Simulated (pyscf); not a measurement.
# Atom transfer: `[Cl][Al]([Cl])[Cl]` + `[H]` [doublet] → `[ClH]` + `[Cl][Al][Cl]` [doublet]

Gas phase, doublet surface, charge 0. Bonds broken: Cl1–Al2. Bonds formed: Cl1–H5. Optimised with ωB97X-D3(BJ)/def2-SVP in PySCF. Correlated levels are frozen-core, on RHF or UHF. ΔMP2 is the change of the MP2 total energy from the triple- to the quadruple-zeta basis.

Transition state (Å):

```xyz
5

Cl     0.5243    -0.7598    -0.0993
Al    -1.5535    -0.1910     0.5651
Cl    -2.9024    -1.7738     0.8080
Cl    -2.2538     1.6604    -0.1174
H      1.3247    -1.2351    -1.3071
```

One imaginary mode, 1297i cm⁻¹; descent along it reached the two sides named, in the forms told below.

```tsv
bond	change	reactant side (Å)	saddle	product side
Cl1–Al2	breaks	2.074	2.254	2.9
Cl1–H5	forms	3.6	1.525	1.292
```

Electronic energies relative to the separated reactants (kcal/mol):

```csv
level,barrier,reaction energy,reverse barrier
ωB97X-D3(BJ)/def2-TZVP,24.1,+13.8,10.3
PBE/def2-TZVP,9.7,+6.9,2.8
r²SCAN/def2-TZVP,12.0,+9.4,2.6
B3LYP-D3(BJ)/def2-TZVP,13.8,+7.7,6.0
PBE0-D3(BJ)/def2-TZVP,15.2,+9.7,5.5
M06-2X/def2-TZVP,19.5,+9.3,10.3
ωB97M-D3(BJ)/def2-TZVP,22.1,+11.6,10.4
HF/def2-TZVP,38.8,+14.3,24.5
MP2/def2-QZVPP,25.8,+14.1,11.7
CCSD/def2-TZVPP,23.6,+9.1,14.5
CCSD(T)/def2-TZVPP,22.1,+9.7,12.4
CCSD(T)/def2-TZVPP + ΔMP2(QZVPP),21.5,+10.2,11.3
```

With CCSD(T)/def2-TZVPP + ΔMP2(QZVPP) energies and thermal terms (ideal gas, 1 atm, RRHO with modes under 100 cm⁻¹ raised to 100, one conformer, R ln 2 for chiral ones without a mode under 150 cm⁻¹), in kcal/mol:

| T (K) | ΔH‡ | ΔG‡ | ΔH | ΔG |
|---|---|---|---|---|
| 298 | 21.3 | 26.7 | +12.9 | +9.4 |
| 600 | 21.0 | 32.4 | +11.9 | +6.2 |
| 900 | 20.6 | 38.2 | +10.9 | +3.6 |
| 1200 | 20.3 | 44.0 | +9.9 | +1.4 |

On the product side the descent ends in a complex, 7.1 kcal/mol under the separated species and 17.4 kcal/mol under the saddle at ωB97X-D3(BJ)/def2-TZVP. This is the saddle that the search found; another between the same sides may lie lower. The angle at the transferred Cl is 143°. The CCSD(T) − MP2 part came from Ansatz, without density fitting, on the same reference.
